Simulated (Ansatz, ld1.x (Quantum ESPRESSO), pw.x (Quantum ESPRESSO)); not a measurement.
Equation-of-state test of one RRKJ potential (Pt (Z = 78))

* Element: Pt
* Generator: ld1.x (Quantum ESPRESSO) 7.5
* Type: norm-conserving RRKJ (Kleinman–Bylander form)
* Functional: LDA (PW92)
* Relativity: scalar-relativistic
* Frozen core: [Xe] 4f14
* Valence charge: 10
* Reference configuration: 5d8 6s2 6p0
* Partial waves: 6p (bound, empty): rc 5.42 bohr; 5d (bound): rc 2.05 bohr; 6s (bound): rc 1.90 bohr
* Local potential: the s channel
* Core correction: none
* rho0: 0.005

Atomic tests: cutoffs needed: 35 Ry and 45 Ry (the cutoffs (Ry, on a coarse ladder) from which the occupation-weighted sum of valence levels, in a spherical-Bessel basis at the reference potential, stays within 10 and 1 mRy of its value at 400 Ry); ghost test: no extra level below or beside the all-electron valence levels (p, d, s, f tested) (spherical-Bessel basis up to 400 Ry, 20 bohr box); largest excitation error: -136 meV (all-electron minus pseudo) for 5d10 6s0 6p0, out of 7 test configurations.

Crystal test: fcc Pt in pw.x 7.5, no spin, 14³ k-points, Fermi–Dirac smearing 0.01 Ry, cutoffs 55/220 Ry. The reference is all-electron LAPW (Ansatz 0.2.0) with the same functional, mesh and smearing; V0 and B0 come from Birch–Murnaghan fits to the pressures at five volumes. Errors are pseudo minus all-electron; Δ is the rms difference of the E(V) curves that follow from these fits, minima aligned, over ±6 % about the mean V0. Mesh and smearing are coarse, so the numbers serve the comparison and aren't converged zero-temperature values; the lattice is a test structure that the element need not adopt.

All-electron: a0 = 3.896 Å (V0 = 14.79 Å³/atom), B0 = 304.3 GPa.

How far does the potential miss the all-electron equation of state?

mean pressure error (GPa): +20.43. The pressure does not cross zero within the volumes sampled, so no fit is given. The largest radius (5.42 bohr) exceeds half the bond length (2.60 bohr), so the spheres overlap, which is one possible source of error among others. This is a poor potential for the solid.

```tsv
V (Å³/atom)	P all-electron (GPa)	P pseudo (GPa)
14.025	18.50	46.29
14.394	8.78	32.33
14.763	0.47	20.38
15.132	-6.63	10.16
15.501	-12.68	1.44
```

At the middle volume, how do free energy and pressure move when the wave cutoff is lowered (ecutrho kept at four times it)?

```csv
cutoff (Ry),shift of F (meV/atom),shift of P (GPa)
25,+3653.8,-192.52
33,+223.4,-21.26
44,+3.5,+0.03
```

The run at the middle volume (104 k-points, 5 iterations) took about 6.5 s on one core of a shared host (Neoverse-V1, 32 threads, 247 GiB, load 8).
